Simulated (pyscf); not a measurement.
PySCF, gas phase, ωB97X-D3(BJ)/def2-SVP geometries. MP2 and CC: frozen core, UHF for open shells. ΔMP2 is the change of the MP2 total energy from the triple- to the quadruple-zeta basis.

Estimate the classical barrier height and the reaction energy of F–C:–C(F)(F)–F (SMILES F[C]C(F)(F)F) [singlet] → F–C(F)=C(F)–F (SMILES FC(F)=C(F)F) at CCSD(T)/def2-TZVPP + ΔMP2(QZVPP). The step runs on the singlet surface, breaks C–F and forms C–F; take the reactant's lowest minimum found as zero.

ΔE‡ = 178.0 kJ/mol, ΔE = -160.0 kJ/mol. Zero-point energy shifts the barrier by -4.7 kJ/mol. It is a group migration, with an imaginary mode of 291i cm⁻¹. One saddle was located; it need not be the lowest between these sides. The CCSD(T) − MP2 part came from Ansatz, without density fitting, on the same reference.
